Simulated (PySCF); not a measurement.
## Mg2 at B2PLYP

Computed with B2PLYP; Mg 6-31G(d,p); no relativity (PySCF 2.14).

| Item | Value |
| --- | --- |
| state | ¹Σg⁺ (singlet), closed shell |
| bond length | 415.6 pm |
| harmonic wavenumber | 29.6 cm⁻¹ |
| force constant | 0.00620 mdyn/Å |
| rotational constant Be | 0.08138 cm⁻¹ |
| anharmonicity ωexe | 3.84 cm⁻¹ |
| vibration–rotation constant αe | 0.00775 cm⁻¹ |
| well depth De to Mg + Mg | 0.01 eV |
| dissociation energy D0 | 0.01 eV |
| HOMO–LUMO gap | 5.12 eV |
| bond order (Mayer) | 0.11 |

Correlated steps freeze 2 core orbitals. Closed-shell solutions of metal pairs were not tested for spin polarisation, which can lower them a little. The bond is weak. Basis-set superposition, not corrected here, can be much of De in a small basis, most of all at correlated wavefunction levels. Functionals without a dispersion term scatter widely for such bonds, and LDA overbinds them. B2PLYP dipoles, levels and charges come from its SCF part alone.
